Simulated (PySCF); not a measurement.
Methyleneaminoacetonitrile, C₃H₄N₂.
Structure used (PBE0-D3(BJ)/def2-SVP), in Å, numbered top down from 1:
```xyz
9
C3H4N2 angstrom
C      1.452    0.043   -0.523
N      0.305   -0.470   -0.644
C     -0.659   -0.194    0.394
C     -1.880    0.395   -0.160
N     -2.843    0.874   -0.584
H      1.745    0.693    0.326
H      2.213   -0.157   -1.290
H     -0.282    0.477    1.194
H     -0.943   -1.147    0.872
```

The closed-shell ground state was solved at several levels (PySCF, density fitting, gas phase, non-relativistic).

| level | basis functions | total energy (Eh) | HOMO (eV) | LUMO (eV) | gap (eV) | dipole (D) |
| --- | --- | --- | --- | --- | --- | --- |
| PBE0/pcSseg-1 | 105 | -225.8781 | -8.22 | -1.09 | 7.13 | 4.74 |
| B3LYP/pcSseg-2 | 236 | -226.2674 | -8.06 | -1.52 | 6.54 | 4.78 |
| B3LYP/pcJ-1 | 175 | -226.1853 | -7.97 | -1.35 | 6.62 | 4.69 |

(1) What might wB97X-D/def2-SVPD (132 basis functions) give for the same quantities?

(2) Over all these levels, which gives the widest orbital gap and which the narrowest?

(3) How far do the dipole and the HOMO energy spread over the levels?

## Answers

(1) Total energy -225.9325 Eh, HOMO -10.18 eV, LUMO 0.66 eV, gap 10.84 eV, dipole 4.82 D.

(2) wB97X-D/def2-SVPD (range-separated hybrid) has the widest, 10.84 eV, and B3LYP/pcSseg-2 (global hybrid, 20 % exact exchange) the narrowest, 6.54 eV. Functional and basis both differ between the two, so the spread mixes both effects.

(3) The dipole runs from 4.69 to 4.82 D (mean 4.76 D) and the HOMO from -10.18 to -7.97 eV.

One conformer stands for the species.

Note: wB97X-D ran without an empirical dispersion term, which enters the total energy and its gradient alone.
